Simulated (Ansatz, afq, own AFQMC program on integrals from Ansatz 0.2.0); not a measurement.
CH$_{3}$B, triplet in cc-pVDZ, levels against CCSDT(Q)

```xyz
5

B    -0.0209    0.0621    0.7386
C    -0.0209   -0.0897   -0.7502
H    -0.0209    1.1607    1.2262
H    -0.0209   -0.8969    1.4540
H     0.5140    0.1390   -1.6628
```

Connectivity, by distances: BH2–CH.

Basis cc-pVDZ. Only valence electrons are correlated. Ansatz 0.2.0 and our own AFQMC program on the same integrals; the CISD trial comes from CCSD amplitudes, and released means the phaseless constraint is let go. Uncertainties: one standard error, sampling alone.

Determinant: UHF, the one that the program's search chose, which needn't be the lowest solution. The geometry is a point of a scan.

No full CI on the walks' own integrals is used here; CCSDT(Q) serves as the reference and is uncertain by about the last step of the cluster series.

Cautions: lower spins were not checked.

```
T1 diagnostic                               : 0.0177
weight of the determinant in the CISD state : 0.905
⟨S²⟩ of the determinant                     : 2.021
size of the correlated space                : 10 electrons in 41 orbitals
```

Reference: CCSDT(Q), correlation energy -5.668 eV. The released energy is read at 1.62 1/Eh, later times being too noisy (meV from the phaseless value at times in 1/Eh: 5 ± 8 at 0.24, 17 ± 6 at 0.51, 7 ± 8 at 0.99, -8 ± 11 at 1.62, -5 ± 15 at 2.40).

| level | E − E(reference) (meV) | share of correlation (%) |
| --- | --- | --- |
| HF | 5667.8 | 0.00 |
| MP2 | 1124.4 | 80.16 |
| CCSD | 150.1 | 97.35 |
| CCSD(T) | 29.8 | 99.47 |
| CCSDT | 5.1 | 99.91 |
| ph-AFQMC/CISD | -0.8 ± 7.0 | 100.01 |
| released AFQMC | -8.5 ± 10.6 | 100.15 |

Released energies are given only where the last usable release times agree within the noise; a slower fall can still hide under it.
